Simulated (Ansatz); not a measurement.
# BHNSi: the cost of one run

Program: Ansatz 0.2.0, Gaussian basis. Level of theory: def2-QZVPP, core rule «outside noble gas», up to 7 orbitals frozen. These are calculated values, not measurements.

The runs, in order: UHF; ROHF; CCSD(T) on UHF.

5 further runs of the same task are left out: 1 that didn't finish, 4 set aside as unsound or not needed.

## Step 1: What is computed

The geometry is a PBE0/def2-TZVP stationary point (not a proven minimum) of the parent state, kept for this charge and spin.

4 atoms, charge 0, spin multiplicity 4.

Atoms are counted from 1 here; the program's logs count them from 0.

Bond lengths: B1–Si2 2.112 Å, Si2–N3 1.551 Å, N3–H4 0.998 Å. Angles: B1–Si2–N3 121.5°, Si2–N3–H4 175.3°.

## Step 2: UHF

The input, in.yaml:

```yaml
crystal:
  periodic: [false, false, false]
  atoms:
    - {symbol: B, position_ang: [0.000000, -0.556516, 1.882798]}
    - {symbol: Si, position_ang: [0.000000, 0.426125, 0.012979]}
    - {symbol: N, position_ang: [0.000000, -0.366966, -1.319729]}
    - {symbol: H, position_ang: [0.000000, -0.805058, -2.216804]}
basis:
  gaussian: {orbitals: "def2-QZVPP.json"}
magnetization: {spin_polarized: true, initial_magnetization: 3}
hamiltonian: {xc: hf}
output: {orbitals: {seedname: orbitals}}
```

Launch:

```bash
> ansatz run in.yaml --threads 1 --pin off --events-out ev --progress --plain --max-ram 2393MiB
```

Q: Estimate wall time and peak memory on 1 thread of Arm Neoverse V2, shared host.

About 45 s, with a peak of 0.52 GiB.
